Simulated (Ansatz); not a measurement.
Compare A (`FCC#CCF`) with its isomer B (`C=CC=C(F)F`).

Isolated molecules relaxed with PBE0-D4/def2-TZVP in Ansatz; ΔE leaves out vibrations. CCSD(T)/CBS is the MP2 limit (def2-TZVPP, def2-QZVPP) plus CCSD(T) − MP2 in def2-TZVPP, frozen cores. Functionals use def2-TZVPP. B3LYP here is the variant with VWN-RPA as its local correlation; programs differ in this. Each species was taken in one conformer, which may not be the lowest.

A:

```xyz
10

F     1.655   -1.396    1.868
C     0.798   -0.314    1.861
C     0.219   -0.097    0.552
C    -0.266    0.101   -0.530
C    -0.861    0.319   -1.832
F    -0.171    1.271   -2.556
H     1.365    0.570    2.172
H     0.012   -0.502    2.599
H    -0.857   -0.613   -2.407
H    -1.895    0.660   -1.726
```

B:

```xyz
10

C     0.5956    1.7370    0.3772
C    -0.2084    0.7068    0.1187
C     0.2575   -0.6429   -0.1024
C    -0.5477   -1.6633   -0.3597
F    -0.1484   -2.8966   -0.5639
F    -1.8561   -1.5941   -0.4481
H     1.6721    1.6168    0.4378
H     0.1995    2.7317    0.5361
H    -1.2812    0.8673    0.0663
H     1.3171   -0.8627   -0.0620
```

(1) Which isomer does CCSD(T)/CBS put lower? Give the gap. (Best estimate.)

(2) Give E(B) − E(A) in kJ/mol with B3LYP-D4, B2PLYP, MP2/def2-TZVPP, PBE0-D4, HF/def2-TZVPP, PBE-D4, CCSD(T)/def2-SVP. (Estimate.)

(3) Does the order hold for the free energy at 298.15 K (harmonic terms from PBE0-D4)? (Best estimate.)

Largest T1 diagnostic: 0.012.

## Answers

(1) Ansatz gave: B, by 94.9 kJ/mol.

(2) The calculation gave: B3LYP-D4 -102.6, B2PLYP -93.1, MP2/def2-TZVPP -86.9, PBE0-D4 -109.7, HF/def2-TZVPP -86.6, PBE-D4 -112.7, CCSD(T)/def2-SVP -109.9. None reverses the order clearly.

(3) Ansatz gave: Yes: G(B) − G(A) = -92.9 kJ/mol, for one conformer each. Modes under 60 cm⁻¹, often nearly free rotors, make the harmonic entropy too high.

From r2SCAN to r2SCAN0 (25 % exact exchange), in def2-TZVPP and without D4, E(B) − E(A) moves by +3.9 kJ/mol. At CCSD(T), def2-SVP lies −15.1 kJ/mol from the extrapolated value and def2-TZVPP −1.8 kJ/mol.
